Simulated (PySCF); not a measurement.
Worked example: correlation energy of HO, doublet

Geometry: MP2(full)/6-31G*, from the G2/97 set.

| atom | x (Å) | y (Å) | z (Å) |
| --- | --- | --- | --- |
| O | 0.0000 | 0.0000 | 0.0000 |
| H | 0.0000 | 0.0000 | 0.9791 |

Basis 6-31G; PySCF 2.14.0. Only valence electrons are correlated (noble-gas cores frozen), which leaves 7 electrons in 10 orbitals. R marks a restricted (for open shells ROHF) determinant, U an unrestricted one.

Full CI is exact within this basis and frozen core; it isn't the basis-set limit. The frozen core follows each run's orbitals, which can shift R against U totals by a few meV.

Restricted and unrestricted runs freeze slightly different cores, so steps under 0.1 kcal/mol mean nothing.

```csv
level,total energy (hartree)
UHF,-75.363041
UMP2,-75.451653
UCCSD,-75.461471
UCCSD(T),-75.462030
UCCSDT,-75.462125
full CI,-75.462340
```

Question: What is the correlation energy at full CI, and what share of it do UMP2 and UCCSD recover?

Answer: E(corr) = -75.462340 − (-75.363041) = -0.099299 hartree = -2.702 eV. UMP2: -0.088612 / -0.099299 = 89.24 %. UCCSD: -0.098430 / -0.099299 = 99.12 %.

Question: By how many kcal/mol does UCCSD(T) miss full CI (1 hartree = 627.509 kcal/mol), and which steps make up the rest?

Answer: -75.462030 − (-75.462340) = 0.000310 hartree = 0.19 kcal/mol. Steps: UCCSDT − UCCSD(T) = -0.06, full CI − UCCSDT = -0.13 kcal/mol. That is within 1 kcal/mol of the reference in this basis, which itself misses far more of the correlation at the basis-set limit.
